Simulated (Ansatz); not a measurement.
# CH5N (triplet): from Hartree-Fock to the top rungs at distance N1–H4 along a hydrogen transfer = 1.012 Å, cc-pVDZ

Aim: climb from Hartree-Fock through coupled cluster and multireference methods for CH5N (triplet) at one geometry and basis, and see what each rung misses.

Computed with Ansatz 0.2.0, Gaussian basis. Level: cc-pVDZ, core rule «outside noble gas», up to 2 orbitals frozen.

To be run: UHF; CCSD(T) on ROHF; CCSD(T) on UHF; BCCD(T) on ROHF; CISD; CCSDT(Q) on ROHF; CCSDT(Q) on UHF; CASSCF and MRCISD+Q, 4 electrons in 4 orbitals; CASSCF and NEVPT2, 4 electrons in 4 orbitals.

## Step 1: What is computed

The geometry derives from fragments relaxed apart (PBE0/def2-TZVP) and kept rigid, so it is no stationary point. A hydrogen atom is moved between rigid fragments.

7 atoms, charge 0, spin multiplicity 3.

Atoms are counted from 1 here; the program's logs count them from 0.

Bond lengths: N1–H2 1.012 Å, N1–H3 1.012 Å, N1–H4 1.012 Å, C5–H6 1.079 Å, C5–H7 1.079 Å. Angles: H2–N1–H3 107.1°, H2–N1–H4 107.1°, H3–N1–H4 107.1°, H6–C5–H7 134.8°.

As a file:

```xyz
7

N    -1.24002   -0.01835   -0.02857
H    -1.53730    0.94948   -0.02857
H    -1.53730   -0.42065    0.85169
H    -0.22756   -0.01835   -0.02857
C     1.41598   -0.01835   -0.02857
H     1.83045   -0.01835    0.96759
H     1.83045   -0.01835   -1.02473
```

## Step 2: UHF

Input file in.yaml:

```yaml
crystal:
  periodic: [false, false, false]
  atoms:
    - {symbol: N, position_ang: [-1.240017, -0.018354, -0.028568]}
    - {symbol: H, position_ang: [-1.537297, 0.949480, -0.028568]}
    - {symbol: H, position_ang: [-1.537296, -0.420653, 0.851691]}
    - {symbol: H, position_ang: [-0.227557, -0.018354, -0.028568]}
    - {symbol: C, position_ang: [1.415983, -0.018354, -0.028568]}
    - {symbol: H, position_ang: [1.830451, -0.018354, 0.967593]}
    - {symbol: H, position_ang: [1.830451, -0.018354, -1.024729]}
basis:
  gaussian: {orbitals: cc-pVDZ}
magnetization: {spin_polarized: true, initial_magnetization: 2}
hamiltonian: {xc: hf}
output: {orbitals: {seedname: orbitals}}
```

On the command line:

```
> ansatz run in.yaml --threads 1 --pin off --events-out ev --progress --plain --max-ram 2816MiB --backend cpu
```

The runs that follow: CCSD(T) on ROHF; CCSD(T) on UHF; BCCD(T) on ROHF; CISD; CCSDT(Q) on ROHF; CCSDT(Q) on UHF; CASSCF and MRCISD+Q, 4 electrons in 4 orbitals; CASSCF and NEVPT2, 4 electrons in 4 orbitals.

Before running them: what should the planned runs give, taken together? Wanted: UCCSDT(Q) below the RHF energy; RMP2 from UCCSDT(Q); UMP2 from UCCSDT(Q); RCCSD from UCCSDT(Q); RCCSD(T) from UCCSDT(Q); UCCSD(T) from UCCSDT(Q); RCCSDT(Q) from UCCSDT(Q); T1 diagnostic.

**Answer**, as computed:

| quantity | value |
| --- | --- |
| UCCSDT(Q) below the RHF energy | -9.1708 eV |
| RMP2 from UCCSDT(Q) | +1199.8 meV |
| UMP2 from UCCSDT(Q) | +1186.4 meV |
| RCCSD from UCCSDT(Q) | +210.8 meV |
| RCCSD(T) from UCCSDT(Q) | +33.1 meV |
| UCCSD(T) from UCCSDT(Q) | +32.3 meV |
| RCCSDT(Q) from UCCSDT(Q) | +1.1 meV |
| levels within 1 kcal/mol (43 meV) | RCCSD(T), UCCSD(T), BCCD(T), RCCSDT, UCCSDT, RCCSDT(Q) |
| T1 diagnostic | 0.019 |

**Reading.** RCCSD(T) lands +33.1 meV from the yardstick (0.4 % of the correlation energy). These misses are within one basis, not against nature; the frozen cores of restricted and unrestricted runs differ, which can shift their rows.
